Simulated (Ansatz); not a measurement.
Take Si in the diamond structure (space group Fd-3m, No. 227; a = 5.470 Å) as the base.

Calculations: Ansatz (a first-principles code) PBE, no spin-orbit coupling, earlier PAW set.

One thing is altered: full substitution Si → Sn; the structure is relaxed again.

Measured lattice parameter a: Si 5.421 Å (static lattice; corrected from measurement; as listed in Daniel Mejia-Rodriguez, S. B. Trickey, Phys. Rev. B (2018)); Sn 6.477 Å (static lattice; corrected from measurement; as listed in Daniel Mejia-Rodriguez, S. B. Trickey, Phys. Rev. B (2018)).

Problem. How well does PBE reproduce the measured shift?

Solution. With PBE the lattice parameter a moves by +1.187 Å (5.470 → 6.656) against +1.056 Å measured.

Whether these cells are dynamically stable was not tested.
